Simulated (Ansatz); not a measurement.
Worked example: correlation energy of [CH3···H···OH], doublet

Geometry: a point of a hydrogen-transfer path between rigid fragments, not a stationary point.

```xyz
7

C    -1.2152    0.0287    0.0000
H    -1.5784    1.0560    0.0000
H    -1.5784   -0.4850    0.8897
H    -1.5784   -0.4850   -0.8897
H    -0.0142    0.0287    0.0000
O     1.1248    0.0287    0.0000
H     1.3766   -0.9113    0.0000
```

Basis cc-pVDZ; Ansatz 0.2.0. Correlated methods freeze the noble-gas cores, which leaves 15 electrons in 51 orbitals. Prefix R: restricted or restricted open-shell reference; prefix U: unrestricted.

Full CI isn't at hand for all of this; UCCSDT(Q) serves as the reference, and is uncertain by about the last step of the cluster series.

Runs differ by some tens of microhartree through their thresholds and, for an open shell, their frozen cores, so steps under 0.03 kcal/mol mean nothing.

```tsv
level	total energy (hartree)
UHF	-115.539262
UMP2	-115.882104
UCCSD	-115.915552
UCCSD(T)	-115.923613
UCCSDT	-115.924313
UCCSDT(Q)	-115.925050
```

Question: What is the correlation energy at UCCSDT(Q), and what share of it do UMP2 and UCCSD recover?

Answer: E(corr) = -115.925050 − (-115.539262) = -0.385788 hartree = -10.498 eV. UMP2: -0.342842 / -0.385788 = 88.87 %. UCCSD: -0.376290 / -0.385788 = 97.54 %.

Question: By how many kcal/mol does UCCSD(T) miss UCCSDT(Q) (1 hartree = 627.509 kcal/mol), and which steps make up the rest?

Answer: -115.923613 − (-115.925050) = 0.001437 hartree = 0.90 kcal/mol. Steps: UCCSDT − UCCSD(T) = -0.44, UCCSDT(Q) − UCCSDT = -0.46 kcal/mol. Differences between like states or geometries often cancel part of this.
